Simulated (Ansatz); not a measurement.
# AlHO2 (SMILES [O]=[Al][OH]) at 6 levels

Wanted: a comparison of 6 runs (B2PLYP/STO-3G, HSE06/STO-3G, r2SCAN0/STO-3G, revPBE/STO-3G, wB97M-V/STO-3G, CCSD/STO-3G) of AlHO2. 

Program for the calculation: Ansatz 0.2.0.

62 further runs of the same task are left out: 8 that didn't finish, 54 set aside as unsound or not needed.

### 1 The system as given

AlHO2 has 4 atoms, charge 0, and is taken as a singlet. SMILES: `[O]=[Al][OH]`. The H4–O3 distance was set to 1.898 Å, away from the relaxed value. At this shape a bond of the SMILES string is far longer than usual.

Bond lengths: O1–Al2 1.572 Å, Al2–O3 1.628 Å. Angles: O1–Al2–O3 180.0°.

### 2 A single-point energy at B2PLYP/STO-3G (run 1)

Input file molecule.yaml:

```yaml
basis:
  gaussian:
    orbitals: STO-3G
crystal:
  periodic: [false, false, false]
  atoms:
    - {symbol: O, position_ang: [-2.288149, -2.004443, -0.923518]}
    - {symbol: Al, position_ang: [-1.156339, -1.015773, -0.463648]}
    - {symbol: O, position_ang: [0.016431, 0.008337, 0.012782]}
    - {symbol: H, position_ang: [1.381100, 1.209770, 0.557430]}
hamiltonian:
  xc: {name: B2PLYP}
correlation:
  frozen_orbitals: {Al: 5, H: 0, O: 1}
accuracy: high
```

The run is started by

```bash
$ ansatz run molecule.yaml --threads 1 --pin off --max-ram 2610MiB --events-out events.jsonl --progress --plain --runs-dir runs
```

What it wrote:

```text
Warning: RAYON_NUM_THREADS=1 ignored (pool sized by the plan → 1); use --threads N
Functional definition: B2PLYP
  name "B2PLYP"
  parameter a = 0.53
  parameter c = 0.27
  exchange = (1 - a)*b88_x + a*exact_x
  correlation = (1 - c)*lyp_c + c*(mp2_os + mp2_ss)
342 factors; integrals over basis functions are off by at most 2.3e-8 eV
mean field evaluation 1: about -10539.6858 eV, gradient 4.7e1 eV
mean field evaluation 2: about -10539.6795 eV, gradient 4.7e1 eV
mean field evaluation 4: about -10527.6759 eV, gradient 6.8e1 eV
mean field evaluation 8: about -10551.6429 eV, gradient 1.8e0 eV
mean field evaluation 16: about -10551.6693 eV, gradient 9.7e-3 eV
mean field evaluation 32: about -10548.6847 eV, gradient 1.9e1 eV
mean field evaluation 64: about -10543.8802 eV, gradient 1.1e1 eV
mean field -10551.66932205 eV, -387.7666954071 hartree, gradient 1.0e-7 eV, S^2 0.000000; 2 other end points of the search recorded, 0 dependent functions left out; unrestricted orbitals would lower it
7 core orbitals not correlated: weight in the atoms' cores, before any rotation towards them, 1.000 or more for the frozen orbitals, at most 0.000 for the correlated occupied ones
reference -10551.66933863 eV, -387.7666960164 hartree; 8, 8 occupied and 5, 5 virtual orbitals, 342 factors
second order -8.84735808 eV of doubles, -0.00000000 eV of singles
Total energy: -10554.05812531 eV, -387.8544823077 hartree
```

Run time: 1.2 s. Hardware: 1 thread of Intel Xeon 6975P-C (Granite Rapids), shared host; peak memory 0.11 GiB.

### 3 The energy at HSE06/STO-3G (run 2)

Input file input.yaml:

```yaml
crystal:
  periodic: [false, false, false]
  atoms:
    - {symbol: O, position_ang: [-2.288149, -2.004443, -0.923518]}
    - {symbol: Al, position_ang: [-1.156339, -1.015773, -0.463648]}
    - {symbol: O, position_ang: [0.016431, 0.008337, 0.012782]}
    - {symbol: H, position_ang: [1.381100, 1.209770, 0.557430]}
basis:
  gaussian:
    orbitals: STO-3G
hamiltonian:
  xc: hse06
accuracy: high
```

The run is started by

```bash
$ ansatz run input.yaml --threads 1 --pin off --max-ram 2610MiB --events-out events.jsonl --progress --plain --runs-dir runs
```

What it wrote:

```text
Warning: RAYON_NUM_THREADS=1 ignored (pool sized by the plan → 1); use --threads N
Functional definition: HSE06
  name "HSE06"
  parameter a = 0.25
  parameter omega = 0.11/bohr
  exchange = pbe_x - a*pbe_x_sr(omega) + a*exact_x_sr(omega)
  correlation = pbe_c
342 factors; integrals over basis functions are off by at most 2.3e-8 eV
56 factors; integrals over basis functions are off by at most 6.1e-10 eV
mean field evaluation 1: about -10542.9372 eV, gradient 5.0e1 eV
mean field evaluation 2: about -10442.5189 eV, gradient 1.6e2 eV
mean field evaluation 4: about -10553.2495 eV, gradient 2.0e1 eV
mean field evaluation 8: about -10553.2496 eV, gradient 2.0e1 eV
mean field evaluation 16: about -10555.3658 eV, gradient 5.3e-2 eV
mean field evaluation 32: about -10553.4900 eV, gradient 1.6e1 eV
mean field -10555.36585200 eV, -387.9025403770 hartree, gradient 3.9e-8 eV, S^2 0.000000; 5 other end points of the search recorded, 0 dependent functions left out
reference -10555.36585376 eV, -387.9025404418 hartree; 15, 15 occupied and 5, 5 virtual orbitals, 342 factors
Total energy: -10555.36585376 eV, -387.9025404418 hartree
```

It took 1.5 s on 1 thread of Intel Xeon 6975P-C (Granite Rapids), shared host.

Runs 3 to 4 aren't shown in full; the table further down has their settings and results.

### 4 A single-point energy at wB97M-V/STO-3G (run 5)

Edit molecule.yaml of step 2 so:

```diff
@@ -1,4 +1 @@
-basis:
-  gaussian:
-    orbitals: STO-3G
 crystal:
@@ -10,6 +7,7 @@
     - {symbol: H, position_ang: [1.381100, 1.209770, 0.557430]}
+basis:
+  gaussian:
+    orbitals: STO-3G
 hamiltonian:
-  xc: {name: B2PLYP}
-correlation:
-  frozen_orbitals: {Al: 5, H: 0, O: 1}
+  xc: {name: wB97M-V}
 accuracy: high
```

The run is started by

```bash
$ ansatz run molecule.yaml --threads 1 --pin off --max-ram 2610MiB --events-out events.jsonl --progress --plain --runs-dir runs
```

What it wrote (excerpt; [...] marks lines left out):

```text
Warning: RAYON_NUM_THREADS=1 ignored (pool sized by the plan → 1); use --threads N
Functional definition: wB97M-V
  name "wB97M-V"
[...]
  gx(w, u) = 1 - cx + cx01*u + cx10*w
  gss(w, u) = css00 + css04*u^4 + css10*w + css20*w^2 + css43*w^4*u^3
  gos(w, u) = cos00 + cos10*w + (cos20 + cos21*u)*w^2 + (cos60 + cos61*u)*w^6
[...]
      + integral(e_c_pw_mod_opposite_spin*gos(b97_w_opposite, b97_u_opposite)) + vv10(b, c)
342 factors; integrals over basis functions are off by at most 2.3e-8 eV
133 factors; integrals over basis functions are off by at most 6.0e-10 eV
[...]
mean field -10562.84401086 eV, -388.1773576465 hartree, gradient 5.0e-8 eV, S^2 0.000000; 2 other end points of the search recorded, 0 dependent functions left out
reference -10562.84401325 eV, -388.1773577341 hartree; 15, 15 occupied and 5, 5 virtual orbitals, 342 factors
Total energy: -10562.84401325 eV, -388.1773577341 hartree
```

It took 13 s on 1 thread of Intel Xeon 6975P-C (Granite Rapids), shared host; peak memory 0.28 GiB.

### 5 A single-point energy at CCSD/STO-3G (run 6)

Input file in.yaml:

```yaml
basis:
  gaussian:
    orbitals: STO-3G
crystal:
  periodic: [false, false, false]
  atoms:
    - {symbol: O, position_ang: [-2.288149, -2.004443, -0.923518]}
    - {symbol: Al, position_ang: [-1.156339, -1.015773, -0.463648]}
    - {symbol: O, position_ang: [0.016431, 0.008337, 0.012782]}
    - {symbol: H, position_ang: [1.381100, 1.209770, 0.557430]}
correlation:
  method: ccsd
  frozen_orbitals: {Al: 5, H: 0, O: 1}
accuracy: high
scf:
  omitted_lower_state_checks: [cluster_reference, increment]
```

The run is started by

```bash
$ ansatz run in.yaml --threads 1 --pin off --max-ram 2610MiB --events-out events.jsonl --progress --plain --runs-dir runs
```

What it wrote:

```text
Warning: RAYON_NUM_THREADS=1 ignored (pool sized by the plan → 1); use --threads N
[... 13 lines left out ...]
7 core orbitals not correlated: weight in the atoms' cores, before any rotation towards them, 1.000 or more for the frozen orbitals, at most 0.000 for the correlated occupied ones
[... 72 lines left out ...]
Total energy: -10534.90453389 eV, -387.1506008057 hartree
Checks for a lower state left out: cluster_reference, increment
```

Run time: 0.22 s. Hardware: 1 thread of Intel Xeon 6975P-C (Granite Rapids), shared host.

### 6 The series

```
run           level  frozen core orbitals  energy (Eh)  wall time
  1   B2PLYP/STO-3G                     7  -387.854482      1.2 s
  2    HSE06/STO-3G                     –  -387.902540      1.5 s
  3  r2SCAN0/STO-3G                     –  -388.062707      2.5 s
  4   revPBE/STO-3G                     –  -388.121647      2.6 s
  5  wB97M-V/STO-3G                     –  -388.177358       13 s
  6     CCSD/STO-3G                     7  -387.150601     0.22 s
```

### 7 Summary of results

| quantity | value |
| --- | --- |
| run 6: total energy | -387.15060 Eh |
| run 6: correlation energy (7 core orbitals frozen) | -248.0 mEh |
| run 6: T1 diagnostic | 0.039 |

Totals of different functionals can't be ranked against each other. In run 6 the T1 diagnostic is large, so a single reference may not serve. In runs 1, 6 the log says that unrestricted orbitals would lower the reference, so the values rest on an unstable closed-shell determinant (other closed-shell runs at this shape may share the fault). In runs 1, 2, 3, 4, 5, 6 the basis is minimal, so the values are rough. All runs together took 21 s, the longest 13 s.
